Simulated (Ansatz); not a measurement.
## Property card for Co3Ge2

These are results of DFT PBEsol, scalar-relativistic, plane waves, PAW (Ansatz), not measurements.

Settings: cutoff 420 eV, Γ-centred mesh 12×12×8 on the computed 5-atom cell, Gaussian smearing of 0.10 eV; collinear spin from starting moments 0.86 0.86 0.44 0 0 μB.

The structure is relaxed at this level of theory with its symmetry kept. Whether it is the stable form of this composition wasn't checked.

Space group P-6m2 (No. 187). a = 3.873 Å, b = 3.873 Å, c = 4.796 Å, α = 90.00°, β = 90.00°, γ = 120.00°
| atom | site | symmetry | x | y | z |
| --- | --- | --- | --- | --- | --- |
| Co | 2i | 3m. | 0.6667 | 0.3333 | 0.2423 |
| Co | 1b | -6m2 | 0.0000 | 0.0000 | 0.5000 |
| Ge | 1a | -6m2 | 0.0000 | 0.0000 | 0.0000 |
| Ge | 1d | -6m2 | 0.3333 | 0.6667 | 0.5000 |

(1) Formation energy from the elements' standard states (uncorrected)?

(2) Density of states at the Fermi level?

(3) Löwdin character within 0.5 eV of the Fermi level?

(4) Bader charges (e)?

(5) Total moment?

(6) Site moments (μB; atoms counted from 1 over the whole cell)?

Only this magnetic start was tried.

## Answers

(1) -0.160 eV/atom.

(2) 3.36 states/eV per cell.

(3) Co 3d 88 %, Ge 4p 8 %.

(4) Co (2 in the cell) -0.05, Co (1 in the cell) -0.28, Ge (1 in the cell) 0.18, Ge (1 in the cell) 0.21.

(5) 1.85 μB per cell.

(6) Co (atom 1) 0.78, Co (atom 2) 0.78, Co (atom 3) 0.40.

Cost: 1 run of about 5.4 core-minutes, on Arm Neoverse V2 (shared hosts).